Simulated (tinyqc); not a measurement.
Inside a calculation. Method: extended Hueckel theory, for LiH-. The parameters take no account of the charge, which enters only through the electron count, and nothing here shows that the anion is bound. One step of it, computed by the program tinyqc.

Question. Wolfsberg-Helmholz matrix. H_ij = K' S_ij (H_ii + H_jj)/2 for i != j (the diagonal keeps H_ii), with K' = 1.75.

overlap S:
```
           1Li 2s   1Li 2px   1Li 2py   1Li 2pz     2H 1s
1Li 2s   1.000000  0.000000  0.000000  0.000000  0.364413
1Li 2px  0.000000  1.000000  0.000000  0.000000  0.000000
1Li 2py  0.000000  0.000000  1.000000  0.000000  0.000000
1Li 2pz  0.000000  0.000000  0.000000  1.000000  0.483319
2H 1s    0.364413  0.000000  0.000000  0.483319  1.000000
```

diagonal H_ii (eV): 1Li 2s -5.400000, 1Li 2px -3.500000, 1Li 2py -3.500000, 1Li 2pz -3.500000, 2H 1s -13.600000

K = 1.750000

Give: H.

Answer.

H (eV):
```
          1Li 2s  1Li 2px  1Li 2py  1Li 2pz     2H 1s
1Li 2s   -5.4000   0.0000   0.0000   0.0000   -6.0584
1Li 2px   0.0000  -3.5000   0.0000   0.0000    0.0000
1Li 2py   0.0000   0.0000  -3.5000   0.0000    0.0000
1Li 2pz   0.0000   0.0000   0.0000  -3.5000   -7.2317
2H 1s    -6.0584   0.0000   0.0000  -7.2317  -13.6000
```
